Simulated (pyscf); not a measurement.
hydrogen fluoride (HF) + cyclopropane (SMILES C1CC1) + chloride (Cl⁻) → fluoride (F⁻) + H₃C–CH₂–CH₂–Cl, a concerted two-bond exchange (singlet surface; F–H, C–C broken, C–H, C–Cl formed). Structures and frequencies: ωB97X-D3(BJ)/def2-SVPD in PySCF. Energies in kJ/mol from the separated reactants.

AM1 to PM7: differences of heats of formation from MOPAC, which are fitted to 298 K values and so differ in kind from electronic energies by zero-point and thermal terms. 

In single points PM7 puts the saddle at 155.1 kJ/mol and the reaction energy at +82.3 kJ/mol. Should these be trusted to within a few kcal/mol? Compare with ωB97M-D3(BJ)/def2-TZVPD.

ωB97M-D3(BJ)/def2-TZVPD gives ΔE‡ = 89.4 kJ/mol and ΔE = +52.2 kJ/mol. PM7 lies 65.7 kJ/mol over it in the barrier and 30.1 kJ/mol over it in the reaction energy, so on this step it does not hold to within 12.6 kJ/mol. ωB97M-D3(BJ)/def2-TZVPD has limits of its own. On the reactant side the descent ends in a bound adduct (not fully relaxed), 54.6 kJ/mol under the separated species and 148.7 kJ/mol under the saddle at ωB97X-D3(BJ)/def2-TZVPD. On the product side the descent ends in a bound adduct, 53.3 kJ/mol under the separated species and 106.0 kJ/mol under the saddle at ωB97X-D3(BJ)/def2-TZVPD. cyclopropane lies 27.5 kJ/mol over its isomer H₂C=CH–CH₃ (electronic energy, ωB97M-D3(BJ)/def2-TZVPD). One saddle was located; it need not be the lowest between these sides.
